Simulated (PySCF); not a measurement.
Q: Write Cartesian coordinates for `OC[C@H]1CO1` (glycidol) as optimised with PBE0-D3(BJ)/def2-SVP.

A: 
```xyz
11
C3H6O2 angstrom
O     -1.920   -0.503   -0.723
C     -0.806   -0.754    0.085
C     -0.002    0.495    0.305
C      1.458    0.503    0.249
O      0.691    0.948   -0.847
H     -1.587   -0.111   -1.539
H     -0.143   -1.532   -0.346
H     -1.179   -1.136    1.048
H     -0.516    1.292    0.862
H      1.998   -0.443    0.102
H      2.016    1.279    0.787
```

Any rigid rotation of these coordinates is as good. Atoms count from 1 in this order. Of the pairs four or more bonds apart, O5···H6 is among the closest relative to their van der Waals radii: 2.61 Å, 96 % of the sum of Bondi's values. The 3-membered ring C3–C4–O5 has internal angles of 58.6° to 62.2°. The C–C distances run from 1.461 Å (C3–C4, drawn single) to 1.502 Å (C2–C3, drawn single), a spread of 0.041 Å.

Bonds between heavy atoms (Å): O1–C2 1.399, C2–C3 1.502, C3–C4 1.461, C4–O5 1.410, C3–O5 1.419.

Computed with PBE0-D3(BJ)/def2-SVP geometry optimisation, gas phase in PySCF 2.14.0.

Point group: C1 (no symmetry element, even within 0.4 Å). PBE0-D3(BJ)/def2-SVP frequencies: not computed here. One conformer, not necessarily the lowest (H–O1–C2–C3 56°, O1–C2–C3–C4 -137°).

The run took 24 s of wall time on Arm Neoverse V2, one thread, no GPU, on a shared host. That covers the optimisation of the geometry.
